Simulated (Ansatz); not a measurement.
Total energies of BH2Me (CH₅B) from Ansatz at r2SCAN-D4/def2-TZVPD, gas phase (1 Eh = 27.2114 eV = 2625.5 kJ/mol). The reference geometry is relaxed at r2SCAN-D4/def2-TZVP.

```xyz
7

B     0.183   -0.714    0.479
H    -0.627   -1.160    1.241
H     1.187   -1.340    0.290
C    -0.101    0.588   -0.306
H    -0.628    0.225   -1.207
H     0.779    1.118   -0.673
H    -0.793    1.283    0.175
```

```csv
state,geometry,energy (Eh)
charge 0 singlet,reference,-65.91109
charge -1 doublet,reference,-65.88986
free B atom (doublet),–,-24.63682
free H atom (doublet),–,-0.49993
free C atom (triplet),–,-37.83299
```

Task: Work out the vertical electron affinity, to the doublet.

Result: E(charge 0 singlet) − E(charge -1 doublet) = -65.91109 − (-65.88986) = -0.02123 Eh = -0.58 eV; negative, so the extra electron isn't bound.

Task: What is the binding energy per atom against free atoms?

Result: Atoms: 1 × (-24.63682) + 5 × (-0.49993) + 1 × (-37.83299) = -64.96946 Eh. Binding: -64.96946 − (-65.91109) = 0.94163 Eh = 25.62 eV, or 3.66 eV for each of 7 atoms (no zero-point energy, no counterpoise term).

At r2SCAN-D4/def2-TZVPD the highest occupied level of the charge -1 doublet lies above zero (up to 3.15 eV). By energy differences it is unbound by 0.58 eV (vertical, to the charge 0 singlet, at r2SCAN-D4/def2-TZVPD) and held by the finite basis.
